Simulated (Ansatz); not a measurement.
Two shapes of doublet CH4(+).

Shape 1:

```xyz
5

C     0.0000    0.0000    0.0000
H    -0.3746    0.8600   -0.6131
H     0.3746   -0.6131   -0.8600
H    -0.3746   -0.8600    0.6131
H     0.3746    0.6131    0.8600
```

Shape 2:

```xyz
5

C     0.0000    0.0000    0.0000
H    -0.3913    0.8984   -0.6404
H     0.3913   -0.6404   -0.8984
H    -0.3913   -0.8984    0.6404
H     0.3913    0.6404    0.8984
```

Basis set: cc-pVTZ (spherical functions). Left uncorrelated: 1 orbital. Correlation on ROHF uses semicanonical orbitals with singles. Charge 1, multiplicity 2.

Computed with Ansatz (development build ahead of 0.2.0); the reference of a correlated method needn't be the lowest determinant of its kind.

(1) Which shape is lower in energy, and by how much in each method?

## Answers

(1)

```json
{"method": "ROHF-CCSD", "E(2) − E(1) (eV)": "0.149"}
{"method": "UHF-CCSD", "E(2) − E(1) (eV)": "0.149"}
{"method": "ROHF-CCSD(T)", "E(2) − E(1) (eV)": "0.139"}
{"method": "UHF-CCSD(T)", "E(2) − E(1) (eV)": "0.139"}
```

Shape 1 is lower. Caution: the reference determinant was not shown to be the lowest.
